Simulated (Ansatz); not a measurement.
**AlH₃F (doublet): from Hartree-Fock to the top rungs at distance Al1–H4 along a hydrogen transfer = 1.688 Å, cc-pVDZ**

One table from this session's results is given with a row withheld; the runs are named, their logs left out.

Method: cc-pVDZ, core rule «outside noble gas», up to 6 orbitals frozen; program: Ansatz 0.2.0, Gaussian basis.

Plan: UHF; CCSD(T) on ROHF; CCSD(T) on UHF; BCCD(T) on ROHF; CISD; CCSDT(Q) on ROHF; CCSDT(Q) on UHF; CASSCF and MRCISD+Q, 3 electrons in 3 orbitals; CASSCF and NEVPT2, 3 electrons in 3 orbitals.

17 further runs of the same task are left out: 9 for a known fault of the program, 1 for a mislabelled method, 7 that didn't finish.

## The geometry

The geometry derives from fragments relaxed apart (PBE0/def2-TZVP) and kept rigid, so it is no stationary point. A hydrogen atom is moved between rigid fragments.

5 atoms, charge 0, spin multiplicity 2.

Atoms are counted from 1 here; the program's logs count them from 0.

Bond lengths: Al1–H2 1.586 Å, Al1–H3 1.586 Å, Al1–H4 1.688 Å. Angles: H2–Al1–H3 120.0°, H2–Al1–H4 120.0°, H3–Al1–H4 120.0°.

Set-up of the first run:

in.yaml reads:

```yaml
crystal:
  periodic: [false, false, false]
  atoms:
    - {symbol: Al, position_ang: [-1.242718, 0.000000, 0.000000]}
    - {symbol: H, position_ang: [-2.035642, 1.373384, 0.000000]}
    - {symbol: H, position_ang: [-2.035642, -1.373384, 0.000000]}
    - {symbol: H, position_ang: [0.445282, 0.000000, 0.000000]}
    - {symbol: F, position_ang: [1.957282, 0.000000, 0.000000]}
basis:
  gaussian: {orbitals: cc-pVDZ}
magnetization: {spin_polarized: true, initial_magnetization: 1}
hamiltonian: {xc: hf}
output: {orbitals: {seedname: orbitals}}
```

The run is started by

```console
$ ansatz run in.yaml --threads 1 --pin off --events-out ev --progress --plain --max-ram 2393MiB
```

Among the steps run: UHF; CCSD(T) on ROHF; CCSD(T) on UHF; BCCD(T) on ROHF; CISD; CCSDT(Q) on ROHF; CCSDT(Q) on UHF; CASSCF and MRCISD+Q, 3 electrons in 3 orbitals; CASSCF and NEVPT2, 3 electrons in 3 orbitals.

One table of the session follows, with a row left open; its other results are not shown here.

```
       method  from UCCSDT(Q) (meV)
         ROHF               +7758.5
          UHF               +7549.8
         RMP2               +1203.8
         UMP2               +1162.8
         CISD                +762.0
        RCCSD                +127.1
        UCCSD                +123.7
     RCCSD(T)                 +32.3
     UCCSD(T)                 +31.7
      BCCD(T)                 +32.9
       RCCSDT                 +11.7
       UCCSDT                 +11.1
    RCCSDT(Q)                  +0.1
    UCCSDT(Q)                     0
  CASSCF pair               +7227.9
  NEVPT2 pair               +1013.6
  MRCISD pair                     ?
MRCISD+Q pair                +154.0
```

Q: Estimate the row for MRCISD pair from the others.

The run gave: from UCCSDT(Q) (meV): +652.0. In the column «from UCCSDT(Q) (meV)» it lies between MRCISD+Q pair (+154.0) and CISD (+762.0).

Limits of these values: Restricted and unrestricted rows rest on different reference determinants; where their highest levels disagree by more than a few hundredths of an eV, they describe different states and don't form one ladder.
